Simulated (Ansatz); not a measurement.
**Si2C (quintet): the correlation ladder, def2-QZVPP**

One table from this session's results is given with a row withheld; the runs are named, their logs left out.

Program: Ansatz 0.2.0, Gaussian basis. Level of theory: def2-QZVPP, core rule «outside noble gas», up to 11 orbitals frozen. These are calculated values, not measurements.

The runs, in order: UHF; ROHF; CCSD(T) on UHF.

2 further runs of the same task are left out: 2 set aside as unsound or not needed.

## The geometry

The geometry is a PBE0/def2-TZVP stationary point (not a proven minimum) of the parent state, kept for this charge and spin.

3 atoms, charge 0, spin multiplicity 5.

Atoms are counted from 1 here; the program's logs count them from 0.

Bond lengths: C1–Si2 1.825 Å, C1–Si3 1.757 Å, Si2–Si3 2.287 Å. Angles: Si2–C1–Si3 79.3°, C1–Si2–Si3 49.0°, C1–Si3–Si2 51.6°.

The first run:

in.yaml reads:

```yaml
crystal:
  periodic: [false, false, false]
  atoms:
    - {symbol: C, position_ang: [0.000000, -1.134324, -0.058627]}
    - {symbol: Si, position_ang: [0.000000, 0.227422, 1.155842]}
    - {symbol: Si, position_ang: [0.000000, 0.257669, -1.130771]}
basis:
  gaussian: {orbitals: "def2-QZVPP.json"}
magnetization: {spin_polarized: true, initial_magnetization: 4}
hamiltonian: {xc: hf}
output: {orbitals: {seedname: orbitals}}
```

The run is started by

```
> ansatz run in.yaml --threads 1 --pin off --events-out ev --progress --plain --max-ram 2393MiB
```

Among the steps run: UHF; ROHF; CCSD(T) on UHF.

One of the session's tables, all rows but one given; the rest of the session is left out.

```
  method  from UCCSD(T) (meV)
    ROHF                    ?
    UMP2              +1692.8
   UCCSD               +788.3
UCCSD(T)                    0
```

**Question.** Estimate the row for ROHF.

The run gave: from UCCSD(T) (meV): +10292.5. In the column «from UCCSD(T) (meV)» it is the highest.

Left out of the table: UHF (another determinant or state than the rows shown).

Caveats from the session: Warnings: spin contamination; coupled cluster took another determinant than the lowest.
